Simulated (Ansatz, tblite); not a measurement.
# SiH2Me(SiH3) (CH₈Si₂): one state, many levels

Aim: run the singlet of SiH2Me(SiH3) (CH₈Si₂) at one geometry on many levels, and compare frontier levels, spin and run time.

Method: level and basis change from run to run; program: Ansatz 0.2.0, Gaussian basis.

The runs, in order: GFN1-xTB, GFN2-xTB, PBE-D4/def2-TZVP, r2SCAN-D4/def2-TZVP, HF/def2-TZVP, ωB97M-V/def2-TZVP, CAM-B3LYP-D4/def2-TZVP, PBE-D4/def2-SVP, PBE0-D4/def2-SVP, HF/STO-3G, CCSD(T)/def2-TZVPP, MP2/def2-TZVP.

## Step 1: The structure

The geometry is that of the singlet, from an earlier relaxation (PBE-D4/def2-SVP).

11 atoms, charge 0, spin multiplicity 1.

Bond lengths: C1–Si2 1.897 Å, C1–H6 1.109 Å, C1–H7 1.109 Å, C1–H8 1.109 Å, Si2–Si3 2.355 Å, Si2–H4 1.509 Å, Si2–H5 1.508 Å, Si3–H9 1.508 Å, Si3–H10 1.506 Å, Si3–H11 1.508 Å. Angles: Si2–C1–H6 110.7°, Si2–C1–H7 110.8°, Si2–C1–H8 110.7°, H6–C1–H7 108.2°, H6–C1–H8 108.2°, H7–C1–H8 108.2°, C1–Si2–Si3 111.2°, C1–Si2–H4 110.3°, C1–Si2–H5 110.3°, Si3–Si2–H4 108.7°, Si3–Si2–H5 108.8°, H4–Si2–H5 107.5°, Si2–Si3–H9 110.4°, Si2–Si3–H10 111.3°, Si2–Si3–H11 110.4°, H9–Si3–H10 108.3°, H9–Si3–H11 107.9°, H10–Si3–H11 108.3°.

PBE0-D4/def2-TZVP was run before; its log isn't repeated, and its numbers join the tables.

## Step 2: GFN1-xTB

Tight binding, by tblite at 300 K electronic temperature and without a spin-polarisation term:

```python
tblite.interface.Calculator('GFN1-xTB', numbers, positions, charge=0, uhf=0).singlepoint()
```

Energy -275.3522 eV, HOMO -11.24 eV, LUMO -6.90 eV; 0.008 s.

## Step 3: GFN2-xTB

Tight binding, by tblite at 300 K electronic temperature and without a spin-polarisation term:

```python
tblite.interface.Calculator('GFN2-xTB', numbers, positions, charge=0, uhf=0).singlepoint()
```

Energy -262.6084 eV, HOMO -9.76 eV, LUMO -5.33 eV; 0.006 s.

## Step 4: PBE-D4/def2-TZVP

start.molden holds the orbitals of an earlier run on this state, given as this run's starting guess.

File in.yaml:

```yaml
crystal:
  periodic: [false, false, false]
  atoms:
    - {symbol: C, position_ang: [-0.193738, 1.735635, -0.119174]}
    - {symbol: Si, position_ang: [0.700128, 0.177595, 0.490034]}
    - {symbol: Si, position_ang: [-0.372436, -1.773530, -0.275966]}
    - {symbol: H, position_ang: [0.736433, 0.149800, 1.997846]}
    - {symbol: H, position_ang: [2.127758, 0.169224, 0.002882]}
    - {symbol: H, position_ang: [0.315546, 2.648643, 0.250171]}
    - {symbol: H, position_ang: [-1.241922, 1.754260, 0.241080]}
    - {symbol: H, position_ang: [-0.208526, 1.771707, -1.227023]}
    - {symbol: H, position_ang: [-1.787320, -1.834178, 0.241090]}
    - {symbol: H, position_ang: [0.351993, -3.012412, 0.181605]}
    - {symbol: H, position_ang: [-0.427926, -1.786754, -1.782544]}
basis:
  gaussian: {orbitals: def2-TZVP, initial_orbitals: start.molden}
hamiltonian: {xc: pbe, dispersion: d4}
scf: {omitted_lower_state_checks: [starts]}
output: {forces: true, orbitals: {seedname: orbitals}}
```

Launch:

```
ansatz run in.yaml --threads 2 --pin off --events-out ev --progress --plain --max-ram 4352MiB
```

Further steps of the session: r2SCAN-D4/def2-TZVP; HF/def2-TZVP; ωB97M-V/def2-TZVP; CAM-B3LYP-D4/def2-TZVP; PBE-D4/def2-SVP; PBE0-D4/def2-SVP; HF/STO-3G; CCSD(T)/def2-TZVPP; MP2/def2-TZVP.

Before running them: what should the planned runs give, taken together? Wanted: gap in def2-TZVP, functionals and Hartree-Fock, smallest and largest; correlation energy, CCSD(T)/def2-TZVPP; correlation energy, MP2/def2-TZVP; binding an atom, CCSD(T)/def2-TZVPP; PBE0 total energy, smallest basis above largest.

**Answer**, as computed:

```
                                                            quantity                            value
gap in def2-TZVP, functionals and Hartree-Fock, smallest and largest  6.20 eV (PBE-D4), 13.63 eV (HF)
                              correlation energy, CCSD(T)/def2-TZVPP                        -14.10 eV
                                   correlation energy, MP2/def2-TZVP                        -11.32 eV
                                 binding an atom, CCSD(T)/def2-TZVPP                         3.236 eV
                     PBE0 total energy, smallest basis above largest    6.70 eV (def2-SVP, def2-TZVP)
```

**Reading.** Orbital gaps of the functionals and Hartree-Fock in def2-TZVP span 6.20 eV (PBE-D4) to 13.63 eV (HF); exact exchange widens it. A small miss in a minimal or small basis is a cancelling of errors, not accuracy. The functionals in def2-TZVP miss CCSD(T)/def2-TZVPP by +0.039 (PBE0-D4) to +0.075 eV (CAM-B3LYP-D4) an atom. The reference is CCSD(T) in one finite basis, so it carries an error of its own, often a tenth of an eV or more, and near misses can't be ranked.
